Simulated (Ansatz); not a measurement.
Rock-salt HfC was calculated with r²SCAN (PAW; Ansatz, a quantum-chemistry and plane-wave program).

Run with plane-wave cutoff 600 eV, 16×16×16 k mesh, Fermi–Dirac smearing 0.1 eV, finite displacements, force constants from a 4×4×4 q mesh, scalar-relativistic PAW data made under PBE.

Computed at the level's own relaxed cell.

Harmonic phonon frequencies (cm⁻¹; i marks an imaginary mode):

```tsv
q point	frequencies
Γ	…
```

Complete the blanks.


- Γ, frequencies: 0 0 0 423 423 423
